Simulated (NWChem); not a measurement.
Everything below was run with NWChem. System: CH$_{2}$, charge 0, spin multiplicity 1, displaced from the optimised geometry. The structure started from a generated list of species.

The NWChem input:

```
start mol
memory heap 200 mb stack 900 mb global 1100 mb
geometry units angstroms nocenter noautoz noautosym
  C      0.000000     0.000000     0.179936
  H      1.724338     0.000000    -1.259550
  H     -0.862169     0.000000    -0.539807
end
basis spherical
  * library cc-pvdz
end
dft
  xc xpbe96 cpbe96
  semidirect memsize 60000000 filesize 0
  iterations 100
end
task dft energy
```

The output up to the point where the run's verdict is printed (cleaned and shortened):

```
             Northwest Computational Chemistry Package (NWChem) 7.3.0
             --------------------------------------------------------

                                NWChem Input Module
                                -------------------

 Scaling coordinates for geometry "geometry" by  1.889725989
 (inverse scale =  0.529177249)

                             Geometry "geometry" -> ""
                             -------------------------

 Output coordinates in angstroms (scale by  1.889725989 to convert to a.u.)

  No.       Tag          Charge          X              Y              Z
 ---- ---------------- ---------- -------------- -------------- --------------
    1 C                    6.0000     0.00000000     0.00000000     0.17993600
    2 H                    1.0000     1.72433800     0.00000000    -1.25955000
    3 H                    1.0000    -0.86216900     0.00000000    -0.53980700

 Effective nuclear repulsion energy (a.u.)       4.4376626742

            Nuclear Dipole moment (a.u.)
            ----------------------------
        X                 Y               Z
 ---------------- ---------------- ----------------
     1.6292631658     0.0000000000    -1.3601132727


 Summary of "ao basis" -> "" (spherical)
 ------------------------------------------------------------------------------
       Tag                 Description            Shells   Functions and Types
 ---------------- ------------------------------  ------  ---------------------
 *                          cc-pvdz                   on all atoms

  pbe96 is a nonlocal functional; adding pw91lda local functional.

                                 NWChem DFT Module
                                 -----------------

 Summary of "ao basis" -> "ao basis" (spherical)
 ------------------------------------------------------------------------------
       Tag                 Description            Shells   Functions and Types
 ---------------- ------------------------------  ------  ---------------------
 C                          cc-pvdz                  6       14   3s2p1d
 H                          cc-pvdz                  3        5   2s1p
[...]
 d= 0,ls=0.5,diis    52    -38.7839924750 -3.37D-06  2.49D-05  6.62D-05     3.1
 d= 0,ls=0.5,diis    53    -38.7839953832 -2.91D-06  2.33D-05  5.72D-05     3.1
 d= 0,ls=0.5,diis    54    -38.7839979109 -2.53D-06  2.17D-05  4.95D-05     3.2
 d= 0,ls=0.5,diis    55    -38.7840000958 -2.18D-06  2.05D-05  4.28D-05     3.2
 d= 0,ls=0.5,diis    56    -38.7840019854 -1.89D-06  1.93D-05  3.70D-05     3.3
 d= 0,ls=0.5,diis    57    -38.7840036140 -1.63D-06  1.90D-05  3.21D-05     3.3
 d= 0,ls=0.5,diis    58    -38.7840050459 -1.43D-06  1.89D-05  2.77D-05     3.4
 d= 0,ls=0.5,diis    59    -38.7840062984 -1.25D-06  2.00D-05  2.40D-05     3.4
 d= 0,ls=0.5,diis    60    -38.7840073895 -1.09D-06  2.24D-05  2.08D-05     3.5
 d= 0,ls=0.5,diis    61    -38.7840083492 -9.60D-07  2.67D-05  1.80D-05     3.6
 d= 0,ls=0.5,diis    62    -38.7840092255 -8.76D-07  3.34D-05  1.57D-05     3.6
 d= 0,ls=0.5,diis    63    -38.7840100643 -8.39D-07  4.30D-05  1.39D-05     3.7
 d= 0,ls=0.5,diis    64    -38.7840109293 -8.65D-07  5.65D-05  1.24D-05     3.7
 d= 0,ls=0.5,diis    65    -38.7840119382 -1.01D-06  7.48D-05  1.15D-05     3.8
 d= 0,ls=0.5,diis    66    -38.7840132591 -1.32D-06  9.93D-05  1.14D-05     3.8
 d= 0,ls=0.5,diis    67    -38.7840152153 -1.96D-06  1.33D-04  1.23D-05     3.9
 d= 0,ls=0.5,diis    68    -38.7840183514 -3.14D-06  1.77D-04  1.52D-05     3.9
 d= 0,ls=0.5,diis    69    -38.7840236474 -5.30D-06  2.36D-04  2.11D-05     4.0
 d= 0,ls=0.5,diis    70    -38.7840328330 -9.19D-06  3.15D-04  3.25D-05     4.1
 d= 0,ls=0.5,diis    71    -38.7840489940 -1.62D-05  4.21D-04  5.34D-05     4.1
 d= 0,ls=0.5,diis    72    -38.7840776145 -2.86D-05  5.62D-04  9.15D-05     4.2
 d= 0,ls=0.5,diis    73    -38.7841284596 -5.08D-05  7.49D-04  1.60D-04     4.2
 d= 0,ls=0.5,diis    74    -38.7842188515 -9.04D-05  1.00D-03  2.82D-04     4.3
 d= 0,ls=0.5,diis    75    -38.7843794139 -1.61D-04  1.33D-03  5.01D-04     4.3
 d= 0,ls=0.5,diis    76    -38.7846639894 -2.85D-04  1.77D-03  8.92D-04     4.4
 d= 0,ls=0.5,diis    77    -38.7851654782 -5.01D-04  2.35D-03  1.59D-03     4.4
 d= 0,ls=0.5,diis    78    -38.7860411421 -8.76D-04  3.10D-03  2.85D-03     4.5
 d= 0,ls=0.5,diis    79    -38.7875442545 -1.50D-03  4.06D-03  5.09D-03     4.6
 d= 0,ls=0.5,diis    80    -38.7900488494 -2.50D-03  5.21D-03  9.14D-03     4.6
 d= 0,ls=0.5,diis    81    -38.7940189948 -3.97D-03  6.54D-03  1.64D-02     4.7
 d= 0,ls=0.5,diis    82    -38.7998117724 -5.79D-03  7.89D-03  2.92D-02     4.7
 d= 0,ls=0.5,diis    83    -38.8071927293 -7.38D-03  9.03D-03  5.15D-02     4.8
 d= 0,ls=0.5,diis    84    -38.8148364987 -7.64D-03  9.72D-03  8.71D-02     4.8
 d= 0,ls=0.5,diis    85    -38.8204583958 -5.62D-03  9.78D-03  1.38D-01     4.9
 d= 0,ls=0.5,diis    86    -38.8222050508 -1.75D-03  9.25D-03  1.99D-01     5.0
 d= 0,ls=0.5,diis    87    -38.8200552433  2.15D-03  8.33D-03  2.61D-01     5.0
 d= 0,ls=0.5,diis    88    -38.8153791692  4.68D-03  7.21D-03  3.16D-01     5.1
 d= 0,ls=0.5,diis    89    -38.8100256412  5.35D-03  6.08D-03  3.57D-01     5.1
 d= 0,ls=0.5,diis    90    -38.8051719253  4.85D-03  5.02D-03  3.87D-01     5.2
 d= 0,ls=0.5,diis    91    -38.8017720849  3.40D-03  4.14D-03  4.06D-01     5.2
 d= 0,ls=0.5,diis    92    -38.7991980622  2.57D-03  3.47D-03  4.19D-01     5.3
 d= 0,ls=0.5,diis    93    -38.7971146752  2.08D-03  2.66D-03  4.29D-01     5.3
 d= 0,ls=0.5,diis    94    -38.7953341628  1.78D-03  2.58D-03  4.37D-01     5.4
 d= 0,ls=0.5,diis    95    -38.7973928509 -2.06D-03  1.89D-03  4.29D-01     5.5
 d= 0,ls=0.5,diis    96    -38.8026507082 -5.26D-03  4.95D-03  4.17D-01     5.5
 d= 0,ls=0.5,diis    97    -38.8240873342 -2.14D-02  6.32D-03  3.48D-01     5.6
 d= 0,ls=0.5,diis    98    -38.8655909012 -4.15D-02  5.62D-03  2.26D-01     5.6
 d= 0,ls=0.5,diis    99    -38.9009692167 -3.54D-02  4.34D-03  1.10D-01     5.7
 d= 0,ls=0.5,diis   100    -38.9200525673 -1.91D-02  3.09D-03  5.01D-02     5.7
```

Convergence was not reached. The next line reads: Calculation failed to converge. NWChem stopped with the message: dft energy failed.
